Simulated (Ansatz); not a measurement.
**H4Si: interaction energy of a dimer with the counterpoise correction in Python**

How strongly do two molecules of H4Si bind, and how much of that is basis error? A script is to give the interaction energy of a dimer with the counterpoise correction; the system is H4Si. SMILES: [SiH4].

All numbers are computed with Ansatz 0.2.0, driven from Python. Level of theory: PBE+D3(BJ)/def2-SVP.

## 1. Starting point

Bond lengths: Si1–H2 1.461 Å, Si1–H3 1.461 Å, Si1–H4 1.461 Å, Si1–H5 1.461 Å. Angles: H2–Si1–H3 109.4°, H2–Si1–H4 109.4°, H2–Si1–H5 109.5°, H3–Si1–H4 109.5°, H3–Si1–H5 109.5°, H4–Si1–H5 109.6°.

No structure file is read: the coordinates are typed or built in the script.

## 2. The code

Contents of dimer_h4si.py:

```python
"""Binding of a H4Si dimer at a trial geometry."""

import ansatz as az

FIRST = [
    ("Si", (0.0, 0.0003, -0.0008)),
    ("H", (0.9513, -0.6773, 0.8764)),
    ("H", (-1.309, 0.0442, 0.646)),
    ("H", (-0.1032, -0.7292, -1.2622)),
    ("H", (0.4609, 1.362, -0.2594)),
]
SECOND = [
    ("Si", (1.4963, 1.4091, -2.734)),
    ("H", (1.092, 0.0653, -2.3288)),
    ("H", (2.7412, 1.7651, -2.0579)),
    ("H", (0.452, 2.3624, -2.3674)),
    ("H", (1.7016, 1.4405, -4.1799)),
]

def energy(atoms, ghosts=()):
    molecule = az.Crystal.molecule()
    for symbol, xyz in atoms:
        molecule = molecule.atom(symbol, xyz)
    calc = (
        molecule.calculation()
        .basis(gaussian="def2-SVP")
        .functional("pbe", dispersion="d3bj")
    )
    deck = calc.input()
    if ghosts:
        deck = deck.set(az.key.basis.gaussian.ghost_atoms, [{"symbol": s, "position_ang": list(xyz)} for s, xyz in ghosts])
    return az.Session.from_dict(deck).plan().execute().report["free_energy_ev"]

# ghost atoms carry the functions of the partner
both = energy(FIRST + SECOND)
alone = energy(FIRST) + energy(SECOND)
ghosted = energy(FIRST, SECOND) + energy(SECOND, FIRST)
print(f"dimer {both:.6f} eV")
print(f"interaction, uncorrected   {96.485332 * (both - alone):8.3f} kJ/mol")
print(f"interaction, counterpoise  {96.485332 * (both - ghosted):8.3f} kJ/mol")
print(f"basis-set superposition    {96.485332 * (alone - ghosted):8.3f} kJ/mol")
```

## 3. The calls as engine input

The engine receives this input (first run):

```yaml
crystal:
  periodic: [false, false, false]
  atoms:
    - { symbol: Si, position_ang: [0.0, 0.0003, -0.0008] }
    - { symbol: H, position_ang: [0.9513, -0.6773, 0.8764] }
    - { symbol: H, position_ang: [-1.309, 0.0442, 0.646] }
    - { symbol: H, position_ang: [-0.1032, -0.7292, -1.2622] }
    - { symbol: H, position_ang: [0.4609, 1.362, -0.2594] }
    - { symbol: Si, position_ang: [1.4963, 1.4091, -2.734] }
    - { symbol: H, position_ang: [1.092, 0.0653, -2.3288] }
    - { symbol: H, position_ang: [2.7412, 1.7651, -2.0579] }
    - { symbol: H, position_ang: [0.452, 2.3624, -2.3674] }
    - { symbol: H, position_ang: [1.7016, 1.4405, -4.1799] }
basis:
  gaussian:
    orbitals: def2-SVP
hamiltonian:
  xc: pbe
  dispersion: d3bj
```

## 4. The run

Started as:

```
> python dimer_h4si.py
```

**Question.** How large is the interaction at this pose, and how much of it is basis-set superposition?

The runs gave:

```
                        quantity          value
 interaction energy, uncorrected  25.998 kJ/mol
interaction energy, counterpoise  27.687 kJ/mol
                   runs compared              5
```

What this shows: The pair is unbound at this geometry and level. Uncorrected it is 25.998 kJ/mol, with the counterpoise correction 27.687 kJ/mol; the difference, 1.689 kJ/mol, is the superposition error. In this basis both values are repulsive. The dimer is a generated trial pose of unrelaxed monomers, not a minimum, so the figure is no binding energy, and the basis set is small.
